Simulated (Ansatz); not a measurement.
# AlH2(OMe) (CH5AlO): geometry, orbitals and charge

What does AlH2(OMe) (CH5AlO) look like as a singlet, and where do its frontier electrons sit?

Computed with Ansatz 0.2.0, Gaussian basis. Level: RKS PBE0-D4/def2-TZVP.

Levels to be run: relaxation at r2SCAN-D4/def2-TZVP; a single point at PBE0-D4/def2-TZVP.

**1. The system as given**

8 atoms, charge 0, spin multiplicity 1.

Atoms are counted from 1 here; the program's logs count them from 0.

Bond lengths: Al1–H2 1.533 Å, Al1–H3 1.533 Å, Al1–O4 1.642 Å, O4–C5 1.403 Å, C5–H6 1.092 Å, C5–H7 1.093 Å, C5–H8 1.092 Å. Angles: H2–Al1–H3 120.8°, H2–Al1–O4 119.6°, H3–Al1–O4 119.6°, Al1–O4–C5 179.8°, O4–C5–H6 109.9°, O4–C5–H7 110.0°, O4–C5–H8 109.9°, H6–C5–H7 109.0°, H6–C5–H8 109.0°, H7–C5–H8 109.0°.

Coordinates:

```
Al    0.6788    1.2965    0.8204
H     2.1561    1.2457    1.2265
H    -0.1860    2.5172    1.1535
O     0.0144    0.0266    0.0193
C    -0.5531   -1.0562   -0.6682
H    -1.3267   -0.6988   -1.3503
H    -1.0001   -1.7559    0.0419
H     0.2165   -1.5750   -1.2430
```

The start is a GFN2-xTB geometry.

**2. Relaxation at r2SCAN-D4/def2-TZVP**

in.yaml

```yaml
crystal:
  periodic: [false, false, false]
  atoms:
    - {symbol: Al, position_ang: [0.678800, 1.296460, 0.820380]}
    - {symbol: H, position_ang: [2.156100, 1.245680, 1.226460]}
    - {symbol: H, position_ang: [-0.185950, 2.517190, 1.153510]}
    - {symbol: O, position_ang: [0.014370, 0.026590, 0.019330]}
    - {symbol: C, position_ang: [-0.553050, -1.056190, -0.668220]}
    - {symbol: H, position_ang: [-1.326660, -0.698820, -1.350340]}
    - {symbol: H, position_ang: [-1.000100, -1.755910, 0.041910]}
    - {symbol: H, position_ang: [0.216490, -1.575000, -1.243030]}
basis:
  gaussian: {orbitals: def2-TZVP}
hamiltonian: {xc: r2scan, dispersion: d4}
scf: {lower_state_search: "off"}
output: {orbitals: {seedname: orbitals}}
relax: {f_tol: 0.02, max_steps: 100}
```

Command:

```sh
$ ansatz run in.yaml --threads 4 --pin off --events-out ev --progress --plain --max-ram 3916MiB
```

Further steps of the session: Single point, PBE0-D4/def2-TZVP.

Before running them: what should the planned runs give, taken together? Wanted: point group; C–O bond; HOMO, LUMO at PBE0-D4/def2-TZVP; dipole at r2SCAN-D4/def2-TZVP.

The runs gave:

```
                       quantity            value
                    point group               Cs
                       C–O bond          1.389 Å
HOMO, LUMO at PBE0-D4/def2-TZVP  -7.63, -0.85 eV
  dipole at r2SCAN-D4/def2-TZVP           1.11 D
```

In words: The molecule keeps its bonding pattern by the stored test; the atoms moved 0.03 Å (rms). No usable vibrations, so a minimum isn't proven. The HOMO lies nearest to O4 40 %; H2, H3 about 21 % each and the LUMO to Al1 45 %; H2, H3 about 21 % each. The point group is read from a loosely relaxed geometry; soft torsions can leave it below the true symmetry.
